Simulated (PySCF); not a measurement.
# Basis-set dependence of population analyses: BClFH

Compound: BClFH.
SMILES with atom numbers: `[F:1][BH:2][Cl:3]` (hydrogens: H4 on B2)

PBE0 throughout (PySCF), one geometry, spherical d and f functions. Geometry: PBE0-D3(BJ)/def2-SVP; no solvent, vibrations or thermal averaging.

Mulliken charges (e):

| basis | functions | F1 | B2 | Cl3 | H4 |
| --- | --- | --- | --- | --- | --- |
| STO-3G | 20 | -0.063 | +0.287 | -0.202 | -0.022 |
| 6-31G | 33 | -0.259 | +0.348 | -0.093 | +0.005 |
| pcSseg-0 | 33 | -0.279 | +0.483 | -0.224 | +0.020 |
| 6-31G* | 48 | -0.210 | +0.345 | -0.136 | +0.001 |
| def2-SVP | 51 | -0.071 | +0.203 | -0.083 | -0.049 |
| cc-pVDZ | 51 | -0.062 | +0.188 | -0.084 | -0.042 |
| pcSseg-1 | 63 | -0.257 | +0.480 | -0.201 | -0.022 |
| aug-cc-pVDZ | 82 | -0.328 | +0.122 | -0.194 | +0.399 |
| 6-311+G(2d,p) | 95 | -0.272 | +0.462 | -0.229 | +0.039 |
| def2-TZVP | 105 | -0.200 | +0.311 | -0.127 | +0.015 |
| cc-pVTZ | 108 | -0.152 | +0.252 | -0.085 | -0.015 |
| IGLO-III | 124 | -0.337 | +0.476 | -0.073 | -0.066 |
| pcSseg-3 | 253 | -0.327 | +0.519 | -0.170 | -0.022 |

IAO charges (e):

```json
{"basis": "STO-3G", "functions": "20", "F1": "-0.117", "B2": "+0.180", "Cl3": "-0.067", "H4": "+0.005"}
{"basis": "6-31G", "functions": "33", "F1": "-0.269", "B2": "+0.304", "Cl3": "-0.055", "H4": "+0.019"}
{"basis": "pcSseg-0", "functions": "33", "F1": "-0.254", "B2": "+0.301", "Cl3": "-0.059", "H4": "+0.012"}
{"basis": "6-31G*", "functions": "48", "F1": "-0.281", "B2": "+0.356", "Cl3": "-0.075", "H4": "-0.001"}
{"basis": "def2-SVP", "functions": "51", "F1": "-0.278", "B2": "+0.344", "Cl3": "-0.062", "H4": "-0.005"}
{"basis": "cc-pVDZ", "functions": "51", "F1": "-0.278", "B2": "+0.345", "Cl3": "-0.069", "H4": "+0.002"}
{"basis": "pcSseg-1", "functions": "63", "F1": "-0.286", "B2": "+0.350", "Cl3": "-0.067", "H4": "+0.003"}
{"basis": "aug-cc-pVDZ", "functions": "82", "F1": "-0.289", "B2": "+0.354", "Cl3": "-0.070", "H4": "+0.005"}
{"basis": "6-311+G(2d,p)", "functions": "95", "F1": "-0.292", "B2": "+0.355", "Cl3": "-0.068", "H4": "+0.004"}
{"basis": "def2-TZVP", "functions": "105", "F1": "-0.294", "B2": "+0.361", "Cl3": "-0.070", "H4": "+0.002"}
{"basis": "cc-pVTZ", "functions": "108", "F1": "-0.292", "B2": "+0.362", "Cl3": "-0.072", "H4": "+0.002"}
{"basis": "IGLO-III", "functions": "124", "F1": "-0.294", "B2": "+0.355", "Cl3": "-0.064", "H4": "+0.003"}
{"basis": "pcSseg-3", "functions": "253", "F1": "-0.295", "B2": "+0.363", "Cl3": "-0.070", "H4": "+0.002"}
```

Hirshfeld charges (e):

| basis | functions | F1 | B2 | Cl3 | H4 |
| --- | --- | --- | --- | --- | --- |
| STO-3G | 20 | 0.000 | +0.243 | -0.183 | -0.059 |
| 6-31G | 33 | -0.106 | +0.217 | -0.075 | -0.036 |
| pcSseg-0 | 33 | -0.106 | +0.215 | -0.061 | -0.048 |
| 6-31G* | 48 | -0.099 | +0.226 | -0.086 | -0.040 |
| def2-SVP | 51 | -0.110 | +0.212 | -0.053 | -0.049 |
| cc-pVDZ | 51 | -0.099 | +0.210 | -0.066 | -0.045 |
| pcSseg-1 | 63 | -0.119 | +0.232 | -0.070 | -0.043 |
| aug-cc-pVDZ | 82 | -0.123 | +0.224 | -0.061 | -0.040 |
| 6-311+G(2d,p) | 95 | -0.130 | +0.230 | -0.060 | -0.041 |
| def2-TZVP | 105 | -0.126 | +0.228 | -0.061 | -0.042 |
| cc-pVTZ | 108 | -0.119 | +0.226 | -0.064 | -0.042 |
| IGLO-III | 124 | -0.131 | +0.223 | -0.050 | -0.043 |
| pcSseg-3 | 253 | -0.128 | +0.229 | -0.060 | -0.041 |

ESP-fitted charges (e):

| basis | functions | F1 | B2 | Cl3 | H4 |
| --- | --- | --- | --- | --- | --- |
| STO-3G | 20 | -0.085 | +0.499 | -0.269 | -0.145 |
| 6-31G | 33 | -0.255 | +0.594 | -0.222 | -0.117 |
| pcSseg-0 | 33 | -0.270 | +0.668 | -0.248 | -0.149 |
| 6-31G* | 48 | -0.162 | +0.403 | -0.162 | -0.079 |
| def2-SVP | 51 | -0.175 | +0.371 | -0.126 | -0.071 |
| cc-pVDZ | 51 | -0.159 | +0.344 | -0.128 | -0.057 |
| pcSseg-1 | 63 | -0.201 | +0.440 | -0.160 | -0.079 |
| aug-cc-pVDZ | 82 | -0.175 | +0.362 | -0.130 | -0.057 |
| 6-311+G(2d,p) | 95 | -0.177 | +0.346 | -0.118 | -0.051 |
| def2-TZVP | 105 | -0.177 | +0.356 | -0.121 | -0.058 |
| cc-pVTZ | 108 | -0.174 | +0.360 | -0.126 | -0.060 |
| IGLO-III | 124 | -0.175 | +0.338 | -0.111 | -0.053 |
| pcSseg-3 | 253 | -0.181 | +0.368 | -0.126 | -0.061 |

Question: Which scheme is steadiest as the basis changes?

Answer: Largest range over the bases for any column: Hirshfeld 0.13 e, IAO 0.18 e, ESP-fitted 0.33 e, Mulliken 0.46 e. Hirshfeld charges move least and Mulliken charges most, counted in e. Without the minimal STO-3G basis the ranges are Hirshfeld 0.04, IAO 0.06, ESP-fitted 0.33, Mulliken 0.46 e.

Question: How much do the charges still move between the two largest bases, IGLO-III and pcSseg-3?

Answer: At most, over all atoms: Mulliken 0.097 e, IAO 0.007 e, Hirshfeld 0.010 e, ESP-fitted 0.030 e.

Question: What do the same runs give for the total energy, the frontier levels and the dipole moment?

Answer: 
```csv
basis,energy (Eh),HOMO (eV),LUMO (eV),μ (D)
STO-3G,-578.5710,-7.30,1.87,1.56
6-31G,-585.2256,-9.54,-1.12,1.05
pcSseg-0,-584.4883,-9.66,-1.18,1.05
6-31G*,-585.2760,-9.37,-0.75,0.76
def2-SVP,-585.0609,-9.34,-0.84,0.63
cc-pVDZ,-585.3083,-9.37,-0.88,0.68
pcSseg-1,-585.2710,-9.54,-1.07,0.81
aug-cc-pVDZ,-585.3183,-9.52,-1.19,0.73
"6-311+G(2d,p)",-585.3540,-9.53,-1.20,0.74
def2-TZVP,-585.3682,-9.49,-1.08,0.70
cc-pVTZ,-585.3690,-9.48,-1.04,0.69
IGLO-III,-585.3664,-9.46,-1.08,0.69
pcSseg-3,-585.3900,-9.52,-1.18,0.72
```

The dipole is fixed by the density alone, so its range of 0.93 D shows that the density itself changes with the basis, not only its division among atoms.
